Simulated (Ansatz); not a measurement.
Species: F, SMILES `[F]` (charge 0, multiplicity 2), formula F.

### Question
How many basis functions does frozen-core CCSD(T)/cc-pVTZ (Ansatz, a quantum-chemistry and plane-wave program) use, how many core orbitals are frozen, and how many electrons are correlated?

### Answer
30 basis functions and 1 frozen orbitals, which leaves 7 correlated electrons. Core time is of the order of seconds.
